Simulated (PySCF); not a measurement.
BF under electron impact: the energy ladder

r²SCAN in PySCF with def2-TZVPPD on every atom, for the lowest determinant that a PBE0 search found; no spin–orbit coupling.

```json
{"species": "BF", "state (unpaired electrons)": "singlet (closed shell)", "Re (Å)": "1.268", "ωe (cm⁻¹)": "1394", "energy of the minimum from the neutral (eV)": "0.00", "De (eV)": "7.82", "dissociates to": "B + F"}
{"species": "BF⁺", "state (unpaired electrons)": "doublet (σ ↑)", "Re (Å)": "1.217", "ωe (cm⁻¹)": "1681", "energy of the minimum from the neutral (eV)": "10.67", "De (eV)": "5.91", "dissociates to": "B⁺ + F"}
```

Work out the lowest energy to break BF into atoms, from its vibrational ground state.

D0 = De − ωe/2 = 7.82 − 0.09 = 7.73 eV (r²SCAN/def2-TZVPPD).

Work out the ionisation energy of the B atom at this level and the threshold of dissociative ionisation.

IE(B) = 10.67 + 5.91 − 7.82 = 8.76 eV, so B⁺ + F + e⁻ appears at D0 + IE(B) = 16.49 eV (r²SCAN/def2-TZVPPD). The measured IE(B) is 8.298 eV (NIST ASD).

These are thermodynamic thresholds; the onsets seen under electron impact lie higher where the geometry changes, and cross-sections peak well above them.

For an ion De counts to the pair picked by the measured ionisation energies or electron affinities, which need not be the lowest pair at this level. States were picked by a PBE0 search and need not be the measured ground states.
